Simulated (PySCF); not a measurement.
**Si(OH)₂: singlet, from a bent start**

The task is one start of a wider search on Si(OH)₂: the singlet, from a bent start. It is relaxed, tested by its Hessian and followed downhill if it is a saddle.

Program: PySCF 2.14.0. Level of theory: PBE0, basis Si def2-TZVP, O def2-TZVP, H def2-TZVP, no relativity, density fitting. These are calculated values, not measurements.

## 1. The starting structure

5 atoms, charge 0, spin multiplicity 1.

Bond lengths: Si1–O2 1.790 Å, Si1–O3 1.790 Å, O2–H4 0.960 Å, O3–H5 0.960 Å. Angles: O2–Si1–O3 110.0°, Si1–O2–H4 130.0°, Si1–O3–H5 130.0°.

```xyz
5
charge 0 multiplicity 1
Si    0.0000    0.0000    0.0000
O     1.4663    0.0000    1.0267
O    -1.4663    0.0000    1.0267
H     1.9718   -0.7354    1.3806
H    -1.9718    0.7354    1.3806
```

## 2. First SCF at the start

The steps below are one call of a driver around PySCF. For each, scf.py gives the equivalent set-up of the SCF; relaxations use the driver's own optimiser. After this first run the driver tries any further starts and a stability analysis.

scf.py

```python
from pyscf import gto, scf, dft
mol = gto.M(atom='''
Si     0.000000     0.000000     0.000000
O      1.466300     0.000000     1.026700
O     -1.466300     0.000000     1.026700
H      1.971800    -0.735400     1.380600
H     -1.971800     0.735400     1.380600''',
    basis={'Si': 'def2-TZVP', 'O': 'def2-TZVP', 'H': 'def2-TZVP'},
    charge=0, spin=0)
mf = dft.RKS(mol, xc='PBE0')
mf.grids.atom_grid = (50, 194)
aux = {'Si': 'def2-universal-JKFIT', 'O': 'def2-universal-JKFIT', 'H': 'def2-universal-JKFIT'}
mf = mf.density_fit(auxbasis=aux)
mf.conv_tol = 1e-08
mf.diis_space = 10
mf.max_cycle = 60
mf.init_guess = 'minao'
mf.verbose = 4
mf.kernel()
```

Run with:

```console
$ OMP_NUM_THREADS=4 python axn.py task.json out
```

Standard output:

```text
init E= -440.90239219725
  HOMO = -0.278848839350481  LUMO = -0.104329069830882  gap/eV = 4.74892
cycle= 1 E= -440.75688806968  delta_E= 0.146  |g|= 1.06  |ddm|= 1.62
  HOMO = -0.138911419961932  LUMO = -0.0573087039234252  gap/eV = 2.22052
cycle= 2 E= -440.063254305176  delta_E= 0.694  |g|= 2.11  |ddm|= 1.59
  HOMO = -0.254899449649116  LUMO = -0.0707944840111523  gap/eV = 5.00975
cycle= 3 E= -440.961254026241  delta_E= -0.898  |g|= 0.104  |ddm|= 1.15
  HOMO = -0.269672883850276  LUMO = -0.0843362041208096  gap/eV = 5.04327
cycle= 4 E= -440.964196471284  delta_E= -0.00294  |g|= 0.0332  |ddm|= 0.168
  HOMO = -0.263446751136279  LUMO = -0.0772610915222032  gap/eV = 5.06637
cycle= 5 E= -440.964486474568  delta_E= -0.00029  |g|= 0.00608  |ddm|= 0.0416
  HOMO = -0.263628969638582  LUMO = -0.0774102366166716  gap/eV = 5.06727
cycle= 6 E= -440.964493407276  delta_E= -6.93e-06  |g|= 0.000605  |ddm|= 0.0041
  HOMO = -0.263675650472329  LUMO = -0.0774277926365343  gap/eV = 5.06806
cycle= 7 E= -440.964493564453  delta_E= -1.57e-07  |g|= 0.000214  |ddm|= 0.00113
  HOMO = -0.263687098313696  LUMO = -0.0774448179856435  gap/eV = 5.06791
cycle= 8 E= -440.964493576097  delta_E= -1.16e-08  |g|= 4.76e-05  |ddm|= 0.000223
  HOMO = -0.263684774785588  LUMO = -0.07744519364892  gap/eV = 5.06784
cycle= 9 E= -440.964493576737  delta_E= -6.4e-10  |g|= 5.26e-06  |ddm|= 4.88e-05
  HOMO = -0.263684736146608  LUMO = -0.0774456207064986  gap/eV = 5.06782
Extra cycle  E= -440.964493576745  delta_E= -8.07e-12  |g|= 4.43e-06  |ddm|= 7.75e-06
converged SCF energy = -440.964493576745
```

This step, with its further starts and checks, needed 4.9 s of wall time on 4 threads of Arm Neoverse V2, shared host.

Energies from each starting density:

```csv
start,energy (Eh)
the minimal-basis guess,-440.964494
a thermally smeared density,-440.964494
a smeared PBE density,-440.964494
```

The test of internal stability and the other starts found no lower closed-shell solution.

## 3. Relaxing the singlet from the bent start

The program finds C2 symmetry in the start, which this walk keeps. Threshold on the gradient: 0.0003 Eh/bohr, with a further test on the energy change.

scf.py: that of step 2 with these lines changed.

```diff
@@ -3,5 +3,5 @@
-Si     0.000000     0.000000     0.000000
-O      1.466300     0.000000     1.026700
-O     -1.466300     0.000000     1.026700
-H      1.971800    -0.735400     1.380600
-H     -1.971800     0.735400     1.380600''',
+Si     0.000000     0.000000    -0.574788
+O      1.466300    -0.000000     0.451912
+O     -1.466300     0.000000     0.451912
+H      1.971800    -0.735400     0.805812
+H     -1.971800     0.735400     0.805812''',
@@ -17 +16,0 @@
-mf.init_guess = 'minao'
```

Energy and gradient, step by step:

| step | energy (Eh) | change (kJ/mol) | largest symmetric gradient (Eh/bohr) |
| --- | --- | --- | --- |
| 0 | -440.964494 | 0.00 | 0.05765 |
| 1 | -440.982282 | -46.70 | 0.01169 |
| 2 | -440.984014 | -51.25 | 0.00891 |
| 3 | -440.984327 | -52.07 | 0.00174 |
| 4 | -440.984853 | -53.45 | 0.00862 |
| 5 | -440.985638 | -55.51 | 0.02210 |
| 6 | -440.987637 | -60.76 | 0.03382 |
| 7 | -440.991945 | -72.07 | 0.02161 |
| 8 | -440.997436 | -86.49 | 0.02570 |
| 9 | -440.998976 | -90.53 | 0.00925 |
| 10 | -440.999658 | -92.33 | 0.02177 |
| 11 | -441.001147 | -96.23 | 0.00754 |
| 12 | -441.001584 | -97.38 | 0.00359 |
| 13 | -441.001739 | -97.79 | 0.00348 |
| 14 | -441.001778 | -97.89 | 0.00046 |
| 15 | -441.001785 | -97.91 | 0.00027 |
| 16 | -441.001787 | -97.91 | 0.00034 |
| 17 | -441.001789 | -97.92 | 0.00017 |

The walk took 12 s.

Geometry (Å) and forces (eV/Å) at some steps:

```
step 0
Si   0.000   0.000  -0.575   0.000   0.000   2.964
O    1.466   0.000   0.452  -2.460   0.141  -1.442
O   -1.466   0.000   0.452   2.460  -0.141  -1.442
H    1.972  -0.735   0.806  -0.212  -0.024  -0.041
H   -1.972   0.735   0.806   0.212   0.024  -0.041
step 1
Si   0.000   0.000  -0.525   0.000   0.000   0.501
O    1.365   0.011   0.442  -0.601  -0.295  -0.124
O   -1.365  -0.011   0.442   0.601   0.295  -0.124
H    1.897  -0.716   0.791  -0.288   0.319  -0.126
H   -1.897   0.716   0.791   0.288  -0.319  -0.126
step 9
Si   0.000   0.000  -0.369   0.000   0.000  -0.220
O    1.226  -0.197   0.711   0.369  -0.446   0.148
O   -1.226   0.197   0.711  -0.369   0.446   0.148
H    2.047  -0.639   0.444  -0.475   0.380  -0.038
H   -2.047   0.639   0.444   0.475  -0.380  -0.038
step 17
Si   0.000   0.000  -0.326   0.000   0.000   0.000
O    1.196  -0.327   0.762  -0.009   0.003   0.001
O   -1.196   0.327   0.762   0.009  -0.003   0.001
H    2.042  -0.557   0.371   0.005  -0.002  -0.001
H   -2.042   0.557   0.371  -0.005   0.002  -0.001
```

End point (C2v, 17 steps, 97.9 kJ/mol gained): O–H 0.960 Å (×2), Si–O 1.649 Å (×2); H–O–Si 114.7° (×2), O–Si–O 97.5°.

## 4. Is it a minimum? Harmonic modes

The point is checked on the finer grid, and tightened if its gradient asks for it. The Hessian and the dipole derivatives come from central differences of analytic gradients, with steps of 0.02 bohr.

scf.py: that of step 3 with these lines changed.

```diff
@@ -3,5 +3,5 @@
-Si     0.000000     0.000000    -0.574788
-O      1.466300    -0.000000     0.451912
-O     -1.466300     0.000000     0.451912
-H      1.971800    -0.735400     0.805812
-H     -1.971800     0.735400     0.805812''',
+Si    -0.000000     0.000000    -0.584159
+O      1.196036    -0.326491     0.503644
+O     -1.196036     0.326491     0.503644
+H      2.041938    -0.557403     0.112823
+H     -2.041938     0.557403     0.112823''',
@@ -11 +11 @@
-mf.grids.atom_grid = (50, 194)
+mf.grids.atom_grid = (75, 302)
@@ -14 +14 @@
-mf.conv_tol = 1e-08
+mf.conv_tol = 1e-10
```

The driver hands on the density of the step before, so the log starts near convergence.

Log of the central SCF (cycles and frontier levels):

```text
init E= -441.001786171901
  HOMO = -0.252548524452003  LUMO = -0.0405595350220693  gap/eV = 5.76851
cycle= 1 E= -441.001786171899  delta_E= 2.61e-12  |g|= 1.72e-06  |ddm|= 3.04e-06
  HOMO = -0.25254823146723  LUMO = -0.0405592672782333  gap/eV = 5.76851
Extra cycle  E= -441.001786171899  delta_E=    0  |g|= 2.27e-06  |ddm|= 2.59e-06
converged SCF energy = -441.001786171899
```

The whole step took 19 s.

Geometry: C2v; O–H 0.960 Å (×2), Si–O 1.649 Å (×2); H–O–Si 114.7° (×2), O–Si–O 97.5°.

Modes, for the most abundant isotopes:

```tsv
symmetry	ω (cm⁻¹)	IR (km/mol)	μ (u)
a1	345	0.0	5.57
a2	419	0.0	1.18
b1	496	177	1.04
b2	769	268	1.30
a1	823	25.3	1.40
a1	886	260	4.25
b2	895	72.6	5.38
a1	3905	0.5	1.07
b2	3906	231	1.07
```

No imaginary mode, so this is a minimum.

Constants and moments:

* Dipole moment: 1.40 D
* Highest occupied level: -6.87 eV
* Lowest empty level: -1.10 eV
* Rotational constants: 0.9531, 0.2896, 0.2221 cm⁻¹
* Zero-point energy: 74.4 kJ/mol
* Principal polarisabilities: 31.6, 32.9, 43.0 bohr³
* Atomisation energy without zero-point energy: 1872 kJ/mol
* Principal traceless quadrupole moments about the centre of mass: -9.27, -1.54, 10.81 D Å
* Entropy at 298.15 K and 1 bar: 264.4 J/(mol K)
* Heat capacity Cp at 298.15 K: 60.9 J/(mol K)
* Enthalpy at 298.15 K above 0 K: 12.95 kJ/mol
* Rotational symmetry number: 2

Populations by atom (charges in e):

| atom | Mulliken | Löwdin | polar tensor | Mayer order to Si1 |
| --- | --- | --- | --- | --- |
| Si1 | 0.27 | -0.05 | 0.84 | – |
| O2,3 | -0.45 | -0.13 | -0.73 | 1.17 |
| H4,5 | 0.32 | 0.15 | 0.31 | 0.04 |

Outer orbital energies (eV). occupied: -28.00, -16.22, -13.64, -12.00, -10.85, -10.62, -9.53, -6.87; empty: -1.10, 0.38, 1.09, 2.40.

Mulliken populations on Si1: s 5.89, p 7.38, d 0.38, f 0.08.

## 5. Stability of the closed shell

At the lowest minimum the closed shell is tested against spin polarisation, on the (50, 194) grid. It is stable.

## 6. Outcome

```
                                 quantity                                                                                       value
                                  minimum                                                                                singlet, C2v
                                 geometry                       O–H 0.960 Å (×2), Si–O 1.649 Å (×2); H–O–Si 114.7° (×2), O–Si–O 97.5°
                       wavenumbers (cm⁻¹)  345 (a1), 419 (a2), 496 (b1), 769 (b2), 823 (a1), 886 (a1), 895 (b2), 3905 (a1), 3906 (b2)
                            dipole moment                                                                                      1.40 D
     highest occupied, lowest empty level                                                                             -6.87, -1.10 eV
               polar-tensor charge of Si1                                                                                     +0.84 e
                        zero-point energy                                                                                 74.4 kJ/mol
                      entropy at 298.15 K                                                                             264.4 J/(mol K)
atomisation energy (no zero-point energy)                                                                                 1872 kJ/mol
```

From C2 at the start the molecule goes to a C2v minimum. In the infrared the band at 769 cm⁻¹ (b2) leads. Only this shape and spin were tried, so other structures or states may lie lower.

The search up to here needed 38 s of wall time on 4 threads of Arm Neoverse V2, shared host.
